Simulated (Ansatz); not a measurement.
P₃. Total charge 0; doublet. Geometry PBE0-D4/def2-TZVP, that of the charge +1 singlet; atoms count from 1.

```xyz
3

P    -0.4764    0.4158    1.0286
P     0.8505   -0.8565    0.0315
P    -0.3741    0.4407   -1.0601
```

The structure comes from a short search, and lower isomers may exist.

Estimate the Mulliken populations from the PBE0/def2-TZVP orbitals of Ansatz.


| atom | charge (e) | spin (α − β) |
| --- | --- | --- |
| P1 | 0.08 | -0.25 |
| P2 | -0.04 | 0.63 |
| P3 | -0.04 | 0.63 |
Mulliken values depend strongly on the basis.

Where does the spin sit?

Summed by element: P 1.00, of 1 unpaired in all. Largest on single atoms: P2 0.63, P3 0.63, P1 -0.25.

And the Mayer bond orders between heavy atoms (over 0.3)?

P1–P2 1.50 (2.09 Å); P1–P3 1.50 (2.09 Å); P2–P3 1.21 (2.09 Å).
